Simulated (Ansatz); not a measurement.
Saddle point of CH$_{7}$ClSi, closed shell (SiH₃Cl ([SiH3][Cl]) + CH₄ → CH₆Si ([CH3][SiH3]) + HCl; bonds formed: Si1–C7, Cl2–H6; bonds broken: Si1–Cl2, H6–C7), PBE0-D4/def2-TZVP structure:

```
10
angstrom
Si -0.9784 0.1478 -0.3740
Cl 0.3518 -1.5822 -1.7166
H -0.9735 0.8736 -1.6543
H -1.3981 1.1764 0.6329
H -1.8510 -1.0054 -0.1005
H 0.6698 -0.5709 -0.3130
C 0.8721 0.1576 0.6835
H 1.8512 -0.3371 0.6409
H 0.4205 -0.0859 1.6435
H 1.0355 1.2261 0.5574
```

Energies are electronic, without zero-point energy. Barriers and step energies count from the start structure reached by relaxing down the imaginary mode; all methods use the PBE0-D4 structures, on which another method's saddle can fall below an end. Computed with Ansatz 0.2.0 (basis: def2-TZVPP, with def2-QZVPP for the basis limit); correlated methods freeze the cores. B3LYP uses VWN-RPA correlation. Extrapolation: Hartree–Fock as exp(−7.88 √X), correlation as X^−2.97.

| method | barrier (eV) | step energy (eV) |
| --- | --- | --- |
| SPW92 | 2.095 | 0.808 |
| PBE-D4 | 2.459 | 0.918 |
| BLYP-D4 | 2.690 | 0.958 |
| r2SCAN-D4 | 2.622 | 0.991 |
| B97M-V | 2.838 | 0.989 |
| PBE0-D4 | 2.627 | 0.955 |
| B3LYP-D4 | 2.811 | 0.987 |
| r2SCAN0-D4 | ? | 1.005 |
| BHLYP-D4 | 3.014 | 1.040 |
| CAM-B3LYP-D4 | 2.879 | 0.982 |
| wB97X-V | 2.857 | 0.993 |
| wB97M-V | ? | 0.988 |
| B2PLYP | 2.912 | 1.017 |
| PBE-QIDH | ? | 0.996 |
| RPA on PBE | 2.942 | 0.953 |
| HF | 3.586 | 1.164 |
| MP2 | 2.847 | 0.999 |
| CCSD | 3.026 | 0.976 |
| CCSD(T) | 2.912 | 0.958 |

**Question.** Fill in the withheld barriers. (Judge from chemistry; the value comes from the calculation.)

**Answer.** The calculation gives: wB97M-V 2.792; PBE-QIDH 2.788; r2SCAN0-D4 2.725 eV. Each is the energy of the saddle less that of the start structure, by the same method.

For comparison, the barrier by CCSD(T) at an estimated basis limit (MP2 extrapolated from triple and quadruple zeta, plus CCSD(T) − MP2 in triple zeta) is 2.847 eV.

No T1 diagnostic of these runs exceeds 0.011.

Labels in which every atom is bracketed show which atoms are joined, not bond orders.

For scale, one of the runs: CCSD(T)/def2-TZVPP, 213 basis functions, launched by `ansatz run in.yaml --threads 4 --pin off --events-out ev --progress --plain --max-ram 9574MiB`. Time: 37 s of wall clock on 4 CPU threads of an Arm Neoverse V1; the host was shared. Peak host memory: 2.8 GiB.
